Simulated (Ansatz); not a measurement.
## Relaxing Li2P

The calculation used DFT PBE, scalar-relativistic, plane waves, PAW in Ansatz. Cutoff 420 eV, Γ-centred k mesh, Gaussian smearing, no spin polarisation in the final step.

A relaxed cell is given with its space group left out.

```yaml
crystal:
  lattice:
    - [-2.08080, 2.08080, 5.73840]
    - [2.08080, -2.08080, 5.73840]
    - [2.08080, 2.08080, -5.73840]
  atoms:
    - { symbol: Li, position: [0.50000, 0.00000, 0.50000] }
    - { symbol: Li, position: [0.00000, 0.50000, 0.50000] }
    - { symbol: Li, position: [0.32115, 0.32115, 0.00000] }
    - { symbol: Li, position: [0.67885, 0.67885, 0.00000] }
    - { symbol: P, position: [0.10312, 0.10312, 0.00000] }
    - { symbol: P, position: [0.89688, 0.89688, 0.00000] }
```

Energies over the elements count from the elements' standard structures at the same level, with no empirical corrections.

Q: What space group does it have?

A: I4/mmm (No. 139). Conventional cell: a = 4.162 Å, c = 11.477 Å. Li on Wyckoff site c (2 atoms of the primitive cell) is coordinated by 4 P at 2.39 Å and 8 Li at 2.92–2.94 Å; Li on Wyckoff site e (2 atoms of the primitive cell) is coordinated by 1 P at 2.50 Å; P is coordinated by 1 P at 2.37 Å, 5 Li at 2.39–2.50 Å and 4 Li at 3.07 Å.

Q: What is its formation energy per atom?

A: -0.42 eV/atom.

Q: Is it a metal?

A: Yes, bands cross the Fermi level on the 12×12×12 mesh.

The final run used a 12×12×12 mesh on its 6-atom cell and 0.10 eV smearing. The k mesh leaves about 4 meV/atom of noise in metals. The cell came from a trial start, so Li2P may not exist in this structure.

Cost: 3 runs of about 1 core-minutes in all, on Intel Xeon 6975P-C (Granite Rapids) (shared hosts).